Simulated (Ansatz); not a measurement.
**SiP⁺, quintet: reading a ladder of total energies**

Geometry: that of the SiP⁺, triplet, kept fixed. The singlet lies 1.1 eV lower here.

```xyz
2

Si    0.0000    0.0000    0.0000
P     0.0000    0.0000    2.2166
```

Basis cc-pVDZ; Ansatz 0.2.0. Only valence electrons are correlated (noble-gas cores frozen), which leaves 8 electrons in 26 orbitals. Prefix R: restricted or restricted open-shell reference; prefix U: unrestricted.

Full CI is exact within this basis and frozen core; it isn't the basis-set limit. The frozen core follows each run's orbitals, which can shift R against U totals by a few meV.

Runs differ by some tens of microhartree through their thresholds and, for an open shell, their frozen cores, so steps under 0.1 kcal/mol mean nothing.

| level | total energy (hartree) |
| --- | --- |
| UHF | -629.278825 |
| UMP2 | -629.392871 |
| UCCSD | -629.425475 |
| UCCSD(T) | -629.430511 |
| UCCSDT | -629.431776 |
| UCCSDT(Q) | -629.432126 |
| UCCSDTQ | -629.432159 |
| full CI | -629.432152 |

What is the correlation energy at full CI, and what share of it do UMP2 and UCCSD recover?

E(corr) = -629.432152 − (-629.278825) = -0.153327 hartree = -4.172 eV. UMP2: -0.114046 / -0.153327 = 74.38 %. UCCSD: -0.146650 / -0.153327 = 95.65 %.

By how many kcal/mol does UCCSD(T) miss full CI (1 hartree = 627.509 kcal/mol), and which steps make up the rest?

-629.430511 − (-629.432152) = 0.001641 hartree = 1.03 kcal/mol. Steps: UCCSDT − UCCSD(T) = -0.79, UCCSDT(Q) − UCCSDT = -0.22, UCCSDTQ − UCCSDT(Q) = -0.02, full CI − UCCSDTQ = 0.00 kcal/mol. Differences between like states or geometries often cancel part of this.
